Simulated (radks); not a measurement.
# F²⁺ in [He] 2p3 3s2: an all-electron calculation

An exercise on one series of results from a longer session: the logs are not shown, and one member is left open.

The numbers are computed with radks (a radial shooting solver on a logarithmic mesh, Libxc functionals) version 1 (scalar-relativistic Kohn-Sham, B86b exchange with PBE correlation, spin-polarised, spherical densities, point nucleus; open shells are filled with parallel spins first), except any that are marked as measured or tabulated.

**The atom as given**

| Quantity | Value |
| --- | --- |
| element | fluorine (Z = 9) |
| charge | +2 |
| electrons | 7 |
| configuration | [He] 2p3 3s2 |

The outer shells:

F²⁺
```
[He] core
2p [↑ ][↑ ][↑ ]
3s [↑↓]
```

The first run:

The run's settings:

```text
Z 9
configuration [He] 2p3 3s2 2s0 3p0
relativity scalar-relativistic
functional b86_mgc,pbe
spin polarised
nucleus point
c 137.035999084
```

The run is started by

```sh
> python run_ks.py task.json out
```

All runs below come from this command, one after another.

One table of the session follows, with a row left open; its other results are not shown here.

It belongs to the step «Orbitals and density». Radial moments (bohr):

```
  level     <r>  outermost maximum (interpolated)  90 % within  nodes
  1s up  0.1762                             0.114        0.315      0
1s down  0.1753                             0.114        0.314      0
  2s up  0.8469                             0.702         1.31      1
2s down  0.8754                             0.708         1.38      1
  2p up  0.7865                             0.603         1.29      0
2p down  0.8225                             0.604         1.37      0
  3s up   2.460                              2.22         3.60      2
3s down   2.541                              2.30         3.71      2
  3p up   2.603                              2.33         3.88      1
3p down       ?                                 ?            ?      ?
```

**Question.** Estimate the row for 3p down.

As computed: <r>: 2.702; outermost maximum (interpolated): 2.42; 90 % within: 4.01; nodes: 1. In the column «<r>» it is the highest.
